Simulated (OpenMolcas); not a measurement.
# C2H7Al (SMILES [CH3][AlH][CH3]), step by step

Aim: the energy (HF/ANO-RCC-MB), then the energy (CASSCF(2,2)/ANO-RCC-VDZP), then an energy scan (CASPT2(2,2)/ANO-RCC-VDZP), then the energy along one coordinate (SC-NEVPT2(2,2)/ANO-RCC-VDZP), then the energy along one coordinate (MC-PDFT[tPBE](2,2)/ANO-RCC-VDZP) of C2H7Al. 

The results are computed with OpenMolcas 26.06.

## 1. The structure to begin with

C2H7Al: 10 atoms, total charge 0, spin state singlet. As SMILES, `[CH3][AlH][CH3]`. The shape is that of a PBE0-D4/def2-TZVP optimisation.

Bond lengths: C1–Al2 1.954 Å, Al2–C3 1.954 Å, C1–H4 1.095 Å, C1–H5 1.092 Å, C1–H6 1.096 Å, Al2–H7 1.595 Å, C3–H8 1.093 Å, C3–H9 1.095 Å, C3–H10 1.096 Å. Some angles: C1–Al2–C3 121.2°, C1–Al2–H7 120.2°, C3–Al2–H7 118.5°, Al2–C1–H4 111.1°, Al2–C1–H5 113.4°, Al2–C1–H6 110.4°, Al2–C3–H8 113.4°, Al2–C3–H9 111.0°, Al2–C3–H10 110.5°, H4–C1–H5 108.0°.

## 2. A single-point energy at HF/ANO-RCC-MB (DKH2) (run 1)

Input file struct.xyz:

```xyz
10

C     -1.219100     0.923600    -0.783300
Al     0.496800     0.021800    -0.536400
C      0.903900    -0.949000     1.109700
H     -2.054000     0.233200    -0.621200
H     -1.337000     1.368500    -1.773800
H     -1.340300     1.723700    -0.043600
H      1.605700     0.078800    -1.681200
H      0.069000    -0.980000     1.814000
H      1.201900    -1.980900     0.894300
H      1.756300    -0.490900     1.624500
```

Input file step1.inp:

```
* C2H7Al Hartree-Fock

&GATEWAY
  Coord=struct.xyz
  Basis=ANO-RCC-MB
  Group=NoSym

&SEWARD

&SCF
  PrOrbitals=0

&LOCALISATION
  Occupied
  Freeze
  Pipek-Mezey

&LOCALISATION
  FileOrb=$Project.LocOrb
  Virtual
  Pipek-Mezey
```

Started as:

```sh
$ export MOLCAS_MEM=1860
$ pymolcas step1.inp > step1.log
```

Output:

```text
--- Start Module: gateway ---
[...]
--- Stop Module: gateway /rc=_RC_ALL_IS_WELL_ ---
[...]
      Basis functions           26
[...]
       Convergence after   8 Iterations
[...]
::    Total SCF energy                               -322.0780386107
[...]
      Total spin, S                                     0.0000000000
[...]
      Total electronic charge=   32.000000
      Total            charge=   -0.000000
[...]
      Dipole Moment (debye):
      Origin of the operator (angstrom)=    0.1641    0.0041   -0.1782
                   X= -3.0654E-01               Y= -1.9450E-02               Z=  3.2755E-01           Total=  4.4903E-01
      Quadrupole Moment (debye*angstrom):
[...]
--- Start Module: localisation ---
[...]
--- Stop Module: localisation /rc=_RC_ALL_IS_WELL_ ---
--- Start Module: localisation ---
[...]
--- Stop Module: localisation /rc=_RC_ALL_IS_WELL_ ---
[...]
```

It took 2 s on 1 thread of Intel Xeon 6975P-C (Granite Rapids), shared host; peak memory 0.41 GiB.

## 3. A single-point energy at CASSCF(2,2)/ANO-RCC-VDZP (DKH2, RICD fitting) (run 2)

struct.xyz is that of step 2.

Input file step2.inp:

```
* C2H7Al CASSCF
>>> EXPORT MOLCAS_PRINT=2
&gateway
coord=struct.xyz
basis=ANO-RCC-MB
group=NoSym
&seward
&rasscf
fileorb=$CurrDir/step1.LocOrb
alter=2
1 12 16
1 17 21
spin=1
nactel=2 0 0
inactive=15
ras2=2
orblisting=Nothing
>>> COPY $Project.RunFile RUNFIL1
>>> COPY $Project.RasOrb INPORB
&gateway
coord=struct.xyz
basis=ANO-RCC-VDZP
group=NoSym
ricd
&seward
>>> COPY $Project.RunFile RUNFIL2
&expbas
&rasscf
fileorb=$Project.ExpOrb
spin=1
nactel=2 0 0
inactive=15
ras2=2
orblisting=Nothing
orbappear=Compact
```

Started as:

```sh
$ export MOLCAS_MEM=1860
$ pymolcas step2.inp > step2.log
```

Output:

```text
--- Start Module: gateway ---
[...]
      Basis functions           26
[...]
      Number of active orbitals                  2
[...]
      Spin quantum number                      0.0
[...]
      Active orbitals                            2
[...]
      Number of CSFs                             3
[...]
      Number of root(s) required                 1
[...]
      Convergence after 11 iterations
[...]
      printout of CI-coefficients larger than  0.05 for root  1
      energy=    -322.092375
      conf/sym  11     Coeff  Weight
             1  20   0.99549 0.99099
             3  02  -0.09491 0.00901
      Natural orbitals and occupation numbers for root  1
      sym 1:   1.981983   0.018017
      ************************************************************************************************************************
      *                                                    Final results                                                     *
[...]
::    RASSCF root number  1 Total energy:   -322.09237474
[...]
      Basis functions           81
[...]
      Convergence after 14 iterations
[...]
      Natural orbitals and occupation numbers for root  1
      sym 1:   1.982872   0.017128
      ************************************************************************************************************************
      *                                                    Final results                                                     *
[...]
::    RASSCF root number  1 Total energy:   -322.24015625
[...]
      Total electronic charge=   32.000000
      Total            charge=   -0.000000
[...]
      Dipole Moment (debye):
      Origin of the operator (angstrom)=    0.1641    0.0041   -0.1782
                   X= -3.9458E-01               Y= -8.1423E-03               Z=  4.0548E-01           Total=  5.6583E-01
      Quadrupole Moment (debye*angstrom):
[...]
```

It took 5.7 s on 1 thread of Intel Xeon 6975P-C (Granite Rapids), shared host; peak memory 0.41 GiB.

## 4. An energy scan at CASPT2(2,2)/ANO-RCC-VDZP (DKH2, RICD fitting, ipea shift 0.25 Eh, pt2 variant SS) (run 3)

Input file step3.input:

```
* C2H7Al CASPT2
>>> COPY $CurrDir/step2.RasOrb $Project.RasOrb
>>> ForEach K in (1, 2, 3, 4, 5, 6, 7, 8, 9)

&GATEWAY
 COORD=$CurrDir/point$K.xyz
 BASIS=ANO-RCC-VDZP
 GROUP=NoSym
 RICD

&SEWARD

&RASSCF
 FILEORB=$Project.RasOrb
 SPIN=1
 NACTEL=2 0 0
 INACTIVE=15
 RAS2=2
 ORBLISTING=Nothing
 ORBAPPEAR=Compact

&CASPT2
 IMAGINARY=0.2
 FROZEN=7
>>> EndDo
```

Started as:

```sh
$ export MOLCAS_MEM=1860
$ pymolcas step3.input > step3.log
```

Output:

```text
[...]
      Basis functions           81
[...]
      Number of active orbitals                  2
[...]
      Spin quantum number                      0.0
[...]
      Active orbitals                            2
[...]
      Number of CSFs                             3
[...]
      Number of root(s) required                 1
[...]
      Convergence after 11 iterations
[...]
      printout of CI-coefficients larger than  0.05 for root  1
      energy=    -322.229125
      conf/sym  11     Coeff  Weight
             1  20   0.99702 0.99404
             3  02  -0.07719 0.00596
      Natural orbitals and occupation numbers for root  1
      sym 1:   1.988082   0.011918
      ************************************************************************************************************************
      *                                                    Final results                                                     *
[...]
::    RASSCF root number  1 Total energy:   -322.22912540
[...]
::    CASPT2 Root  1     Total energy:   -322.58924722
[...]
      Convergence after 10 iterations
[...]
      Natural orbitals and occupation numbers for root  1
      sym 1:   1.982896   0.017104
      ************************************************************************************************************************
      *                                                    Final results                                                     *
[...]
      Convergence after 12 iterations
[...]
      Convergence after 13 iterations
[...]
      Convergence after 13 iterations
[...]
::    RASSCF root number  1 Total energy:   -322.09425357
[...]
::    CASPT2 Root  1     Total energy:   -322.44018463
[...]
      Convergence after 12 iterations
[...]
::    RASSCF root number  1 Total energy:   -322.08425059
[...]
      Reference weight:           0.88302
[...]
::    CASPT2 Root  1     Total energy:   -322.42832655
[...]
```

It took 35 s on 1 thread of Intel Xeon 6975P-C (Granite Rapids), shared host.

The scan, from its lowest point:

```tsv
H4–C1 (Å)	energy (kJ/mol)
0.986	26.7
1.095	0.0
1.205	13.2
1.369	67.9
1.588	159.5
1.862	263.8
2.191	353.7
2.629	418.1
3.286	449.2
```

## 5. An energy scan at SC-NEVPT2(2,2)/ANO-RCC-VDZP (DKH2, RICD fitting, pt2 variant SC-NEVPT2) (run 4)

Input file step4.input:

```
>>> COPY $CurrDir/step2.RasOrb $Project.RasOrb
>>> ForEach K in (1, 2, 3, 4, 5, 6, 7, 8, 9)

&GATEWAY
  Coord=$CurrDir/point$K.xyz
  Basis=ANO-RCC-VDZP
  Group=NoSym
  RICD

&SEWARD

&RASSCF
  FileOrb=$Project.RasOrb
  Spin=1
  Nactel=2 0 0
  Inactive=15
  Ras2=2
  OrbListing=Nothing
  OrbAppear=Compact

&CASPT2
  SC-NEVPT2
  Frozen=7
>>> EndDo
```

Started as:

```sh
$ export MOLCAS_MEM=1860
$ pymolcas step4.input > step4.log
```

Output:

```text
--- Start Module: gateway ---
[...]
      Basis functions           81
[...]
      Number of active orbitals                  2
[...]
      Spin quantum number                      0.0
[...]
      Active orbitals                            2
[...]
      Number of CSFs                             3
[...]
      Number of root(s) required                 1
[...]
      Convergence after 11 iterations
[...]
      printout of CI-coefficients larger than  0.05 for root  1
      energy=    -322.229125
      conf/sym  11     Coeff  Weight
             1  20   0.99702 0.99404
             3  02  -0.07719 0.00596
      Natural orbitals and occupation numbers for root  1
      sym 1:   1.988082   0.011918
      ************************************************************************************************************************
      *                                                    Final results                                                     *
[...]
::    RASSCF root number  1 Total energy:   -322.22912540
[...]
::    SC-NEVPT2 Root  1     Total energy:   -322.58623965
[...]
      Convergence after 10 iterations
[...]
      Natural orbitals and occupation numbers for root  1
      sym 1:   1.982896   0.017104
      ************************************************************************************************************************
      *                                                    Final results                                                     *
[...]
      Convergence after 12 iterations
[...]
      Convergence after 13 iterations
[...]
      Convergence after 13 iterations
[...]
::    RASSCF root number  1 Total energy:   -322.09425357
[...]
::    SC-NEVPT2 Root  1     Total energy:   -322.43799645
[...]
      Convergence after 12 iterations
[...]
::    RASSCF root number  1 Total energy:   -322.08425059
[...]
::    SC-NEVPT2 Root  1     Total energy:   -322.42635682
[...]
```

Wall time 33 s (1 thread of Intel Xeon 6975P-C (Granite Rapids), shared host).

The scan, from its lowest point:

```tsv
H4–C1 (Å)	energy (kJ/mol)
0.986	28.0
1.095	0.0
1.205	12.1
1.369	65.4
1.588	156.4
1.862	261.2
2.191	352.2
2.629	417.2
3.286	447.7
```

## 6. The energy along one coordinate at MC-PDFT[tPBE](2,2)/ANO-RCC-VDZP (DKH2, RICD fitting) (run 5)

Input file step5.input:

```
>>> COPY $CurrDir/step2.RasOrb $Project.RasOrb
>>> ForEach K in (1, 2, 3, 4, 5, 6, 7, 8, 9)

&GATEWAY
 COORD = $CurrDir/point$K.xyz
 BASIS = ANO-RCC-VDZP
 GROUP = NoSym
 RICD

&SEWARD

&RASSCF
 FILEORB = $Project.RasOrb
 SPIN = 1
 NACTEL = 2 0 0
 INACTIVE = 15
 RAS2 = 2
 ORBLISTING = Nothing
 ORBAPPEAR = Compact

&MCPDFT
 KSDFT = T:PBE
>>> EndDo
```

Started as:

```sh
$ export MOLCAS_MEM=1860
$ pymolcas step5.input > step5.log
```

Output:

```text
--- Start Module: gateway ---
[...]
      Basis functions           81
[...]
      Number of active orbitals                  2
[...]
      Spin quantum number                      0.0
[...]
      Active orbitals                            2
[...]
      Number of CSFs                             3
[...]
      Number of root(s) required                 1
[...]
      Convergence after 11 iterations
[...]
      printout of CI-coefficients larger than  0.05 for root  1
      energy=    -322.229125
      conf/sym  11     Coeff  Weight
             1  20   0.99702 0.99404
             3  02  -0.07719 0.00596
      Natural orbitals and occupation numbers for root  1
      sym 1:   1.988082   0.011918
      ************************************************************************************************************************
      *                                                    Final results                                                     *
[...]
::    RASSCF root number  1 Total energy:   -322.22912540
[...]
::    MCPDFT root number  1 Total energy:   -323.06292374
[...]
      Convergence after 10 iterations
[...]
      Natural orbitals and occupation numbers for root  1
      sym 1:   1.982896   0.017104
      ************************************************************************************************************************
      *                                                    Final results                                                     *
[...]
      Convergence after 12 iterations
[...]
      Convergence after 13 iterations
[...]
      Convergence after 13 iterations
[...]
::    RASSCF root number  1 Total energy:   -322.09425357
[...]
::    MCPDFT root number  1 Total energy:   -322.90468944
[...]
      Convergence after 12 iterations
[...]
::    RASSCF root number  1 Total energy:   -322.08425059
[...]
::    MCPDFT root number  1 Total energy:   -322.89183748
[...]
```

Wall time 40 s (1 thread of Intel Xeon 6975P-C (Granite Rapids), shared host).

The scan, from its lowest point:

```tsv
H4–C1 (Å)	energy (kJ/mol)
0.986	26.5
1.095	0.0
1.205	13.1
1.369	67.8
1.588	160.9
1.862	269.9
2.191	368.3
2.629	442.0
3.286	475.7
```

## 7. Results

| quantity | value |
| --- | --- |
| run 1, HF/ANO-RCC-MB: total energy | -322.07804 Eh |
| run 1, HF/ANO-RCC-MB: dipole moment | 0.45 D |
| run 1, HF/ANO-RCC-MB: HOMO energy | -11.59 eV |
| run 1, HF/ANO-RCC-MB: LUMO energy | 1.67 eV |
| run 1, HF/ANO-RCC-MB: HOMO–LUMO gap | 13.26 eV |
| run 2, CASSCF(2,2)/ANO-RCC-VDZP: total energy | -322.24016 Eh |
| run 2, CASSCF(2,2)/ANO-RCC-VDZP: dipole moment (CASSCF density) | 0.57 D |
| run 3, CASPT2(2,2)/ANO-RCC-VDZP: lowest energy of the scan | -322.59943 Eh |
| run 4, SC-NEVPT2(2,2)/ANO-RCC-VDZP: lowest energy of the scan | -322.59689 Eh |
| run 5, MC-PDFT[tPBE](2,2)/ANO-RCC-VDZP: lowest energy of the scan | -323.07303 Eh |

Mulliken charges (run 2, CASSCF(2,2)/ANO-RCC-VDZP) run from -0.10 on C3 to +0.54 on Al2.
